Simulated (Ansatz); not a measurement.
# CH5SSi: the cost of one run

Method: RKS PBE0-D4/def2-SVP, in Ansatz 0.2.0.

## 1. The starting structure

Bond lengths: Si1–C2 1.787 Å, C2–S3 1.762 Å, Si1–H4 1.451 Å, Si1–H5 1.447 Å, C2–H6 1.079 Å, S3–H7 1.363 Å, S3–H8 1.362 Å. Angles: Si1–C2–S3 123.2°, Si1–C2–H6 122.7°, S3–C2–H6 114.1°, C2–Si1–H4 120.6°, C2–Si1–H5 118.5°, H4–Si1–H5 120.9°, C2–S3–H7 101.0°, C2–S3–H8 100.8°, H7–S3–H8 91.1°.

Structure file:

```xyz
8

Si   -0.8664    0.9827   -0.9890
C     0.1202    0.2449    0.3049
S     0.5716   -1.4582    0.3234
H    -1.3433    0.1829   -2.1021
H    -1.1783    2.3929   -0.8998
H     0.4945    0.8083    1.1458
H     1.9041   -1.3719    0.5987
H     0.2977   -1.7817    1.6181
```

## 2. Relaxing end A

input.yaml reads:

```yaml
crystal:
  periodic: [false, false, false]
  atoms:
    - { symbol: Si, position_ang: [-0.86644, 0.98272, -0.98902] }
    - { symbol: C, position_ang: [0.12021, 0.24491, 0.30488] }
    - { symbol: S, position_ang: [0.57159, -1.45818, 0.32342] }
    - { symbol: H, position_ang: [-1.34332, 0.18287, -2.10205] }
    - { symbol: H, position_ang: [-1.17833, 2.39292, -0.89983] }
    - { symbol: H, position_ang: [0.49446, 0.80834, 1.14575] }
    - { symbol: H, position_ang: [1.90411, -1.37187, 0.59871] }
    - { symbol: H, position_ang: [0.29772, -1.78171, 1.61814] }
total_charge: 1
basis:
  gaussian: { orbitals: def2-SVP }
hamiltonian:
  xc: pbe0
  dispersion: d4
relax:
  f_tol: 0.015
  max_steps: 40
```

Started as:

```sh
$ ansatz run input.yaml --threads 1 --pin off --max-ram 2048MiB --backend cpu --events-out ev --progress --plain --runs-dir out
```

**Question.** How long does this run take on 1 thread of Arm Neoverse V2, shared host, and how much memory does it need?

About 14 s, with a peak of 0.14 GiB.
